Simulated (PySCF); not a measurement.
Species: HNS.
Z-matrix (Å and degrees, PBE0-D3(BJ)/def2-SVP geometry), rows numbered from 1:
```
N 
S   1  1.5676
H   1  1.0349  2  109.13
```

Jobs on this species (3 atoms, 24 electrons) with PySCF (density fitting). Hardware of each: Arm Neoverse V1, one thread, no GPU, on a shared host. Other jobs ran on the host; a repeat could differ by tens of per cent or more. Peak memory is the resident size of the whole Python process, interpreter and libraries included.

```
 level and settings                                                                           work  basis functions  SCF cycles  wall time  peak memory
     PBE0/def2-SVPD  10 singlets by full TDDFT, 4 Tamm–Dancoff triplets, polarisability, ΔSCF ions               55           ?          ?            ?
      PBE/def2-SVPD  10 singlets by full TDDFT, 4 Tamm–Dancoff triplets, polarisability, ΔSCF ions               55           ?          ?            ?
CAM-B3LYP/def2-SVPD  10 singlets by full TDDFT, 4 Tamm–Dancoff triplets, polarisability, ΔSCF ions               55          12      4.0 s     0.27 GiB
     PBE0/def2-TZVP             10 singlets by full TDDFT, 4 Tamm–Dancoff triplets, polarisability               74          12      1.5 s     0.29 GiB
    B3LYP/def2-SVPD  10 singlets by full TDDFT, 4 Tamm–Dancoff triplets, polarisability, ΔSCF ions               55          11      3.3 s     0.27 GiB
      LDA/def2-SVPD  10 singlets by full TDDFT, 4 Tamm–Dancoff triplets, polarisability, ΔSCF ions               55          12      2.4 s     0.24 GiB
      PBE0/def2-SVP             10 singlets by full TDDFT, 4 Tamm–Dancoff triplets, polarisability               37          11     0.81 s     0.27 GiB
        PBE0/6-31G*             10 singlets by full TDDFT, 4 Tamm–Dancoff triplets, polarisability               34          11     0.81 s     0.27 GiB
  wB97X-D/def2-SVPD  10 singlets by full TDDFT, 4 Tamm–Dancoff triplets, polarisability, ΔSCF ions               55          13      3.6 s     0.27 GiB
```

Q: Fill in the missing figures.

A: 
- PBE0/def2-SVPD; 10 singlets by full TDDFT, 4 Tamm–Dancoff triplets, polarisability, ΔSCF ions: 3.2 s, 0.27 GiB, 11 SCF cycles
- PBE/def2-SVPD; 10 singlets by full TDDFT, 4 Tamm–Dancoff triplets, polarisability, ΔSCF ions: 3.7 s, 0.26 GiB, 12 SCF cycles

Q: What do all jobs in the table cost together?

A: About 23 s; the longest takes about 17 % of that, and about 4.9 times as long as the shortest.
